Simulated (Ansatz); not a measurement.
Candidates: fcc Ir, fcc Sr, fcc Cu, grey tin (α-Sn), bcc Na, bcc Mo. Level: PBEsol (PAW; Ansatz, a first-principles code).

Ansatz's runs of these crystals have no spin polarisation.

Spin–orbit coupling is left out, also for the solids with elements from indium on (fcc Ir, grey tin (α-Sn)); its size isn't shown.

Ansatz's density-functional and Hartree–Fock values are scalar-relativistic unless marked +SOC, with PAW data made under PBE.

Task: Order them by their equilibrium lattice constant a at this level, smallest first.

Result: bcc Mo (3.130 Å), fcc Cu (3.563 Å), fcc Ir (3.830 Å), bcc Na (4.171 Å), fcc Sr (5.922 Å), grey tin (α-Sn) (6.539 Å)
